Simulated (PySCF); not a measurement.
Ethoxyacetonitrile, C4H7NO.
SMILES with atom numbers: `[CH3:1][CH2:2][O:3][CH2:4][C:5]#[N:6]` (hydrogens: H7, H8, H9 on C1; H10, H11 on C2; H12, H13 on C4)

Structure used (PBE0-D3(BJ)/def2-SVP), in Å, numbered top down from 1:
```
atom  x, y, z in Å
C1     2.002    0.232   -0.182
C2     0.910    1.039    0.490
O3    -0.164    0.259    0.976
C4    -0.956   -0.349    0.014
C5    -1.647    0.609   -0.870
N6    -2.167    1.377   -1.562
H7     2.848    0.889   -0.432
H8     2.367   -0.562    0.486
H9     1.667   -0.232   -1.123
H10    1.306    1.550    1.379
H11    0.528    1.824   -0.192
H12   -1.721   -0.939    0.542
H13   -0.395   -1.051   -0.633
```

Method used: core-valence-separated Tamm–Dancoff BHandHLYP/aug-pcX-1 (pcseg-1 on H) in PySCF, non-relativistic, gas phase, PBE0-D3(BJ)/def2-SVP geometry. No empirical shift is added; at this level the pattern usually sits a few eV under experiment.

The lowest roots of each edge with f over 0.003 (five at most, numbered afresh; weaker and dark ones are left out), with transition dipoles (au) in the frame of the coordinates:

| root | edge | E (eV) | f | μx | μy | μz |
| --- | --- | --- | --- | --- | --- | --- |
| 1 | C | 283.76 | 0.0588 | 0.0500 | 0.0683 | 0.0360 |
| 2 | C | 284.01 | 0.0657 | -0.0680 | 0.0135 | 0.0682 |
| 3 | C | 285.44 | 0.0086 | 0.0251 | -0.0152 | -0.0194 |
| 4 | C | 286.10 | 0.0283 | -0.0472 | -0.0350 | -0.0243 |
| 5 | C | 286.27 | 0.0298 | -0.0049 | 0.0400 | -0.0513 |
| 6 | N | 397.03 | 0.0640 | -0.0426 | -0.0603 | -0.0337 |
| 7 | N | 397.53 | 0.0628 | -0.0576 | 0.0100 | 0.0551 |
| 8 | O | 533.04 | 0.0240 | -0.0174 | -0.0097 | -0.0380 |
| 9 | O | 534.34 | 0.0038 | -0.0027 | 0.0004 | -0.0169 |
| 10 | O | 534.84 | 0.0281 | 0.0364 | 0.0282 | -0.0051 |
| 11 | O | 535.26 | 0.0030 | 0.0048 | -0.0141 | -0.0030 |
| 12 | O | 535.37 | 0.0111 | 0.0247 | 0.0143 | -0.0056 |

Q: Molecules are fixed in this frame and the field points along z. What effective strengths 3 f cos²θ do the roots have (θ between field and μ)?

A: root 1 (C5): 0.027, root 2 (C5): 0.097, root 3 (C1): 0.008, root 4 (C1): 0.012, root 5 (C1): 0.055, root 6 (N6): 0.033, root 7 (N6): 0.089, root 8 (O3): 0.056, root 9 (O3): 0.011, root 10 (O3): 0.001, root 11 (O3): 0.000, root 12 (O3): 0.001. Averaged over all orientations cos²θ is 1/3, which gives f back.

One conformer stands for the species.
